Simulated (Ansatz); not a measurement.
C4H5FO can be A, `CC1O/C1=C/F`, or B, `C=C(O)C(=C)F`.

Isolated molecules relaxed with PBE0-D4/def2-TZVP in Ansatz; ΔE leaves out vibrations. CBS: MP2 limit from def2 TZ/QZ plus the TZ coupled-cluster correction, frozen cores. DFT in def2-TZVPP. B3LYP here is the variant with VWN-RPA as its local correlation; programs differ in this. Each species was taken in one conformer, which may not be the lowest.

**Question.** Which is lower in electronic energy at CCSD(T)/CBS, and by how much? (An estimate is asked.)

**Answer.** The calculation gave: B, by 29.7 kcal/mol.

**Question.** Give E(B) − E(A) in kcal/mol with MP2/def2-TZVPP, CCSD(T)/def2-TZVPP, r2SCAN-D4, B3LYP, B2PLYP, ωB97M-V, HF/def2-TZVPP. (Estimate.)

**Answer.** The calculation gave: MP2/def2-TZVPP -28.2, CCSD(T)/def2-TZVPP -29.0, r2SCAN-D4 -27.7, B3LYP -28.6, B2PLYP -28.8, ωB97M-V -27.7, HF/def2-TZVPP -31.9. None reverses the order clearly.

Largest T1 diagnostic: 0.013.

The D4 term adds −0.7 kcal/mol with B3LYP and −0.4 kcal/mol with PBE0; it sums over pairs of atoms, weighted by their polarisabilities, and B3LYP, whose exchange is more repulsive, gets the larger term. From PBE to PBE0 (25 % exact exchange), in def2-TZVPP and without D4, E(B) − E(A) moves by −1.0 kcal/mol.
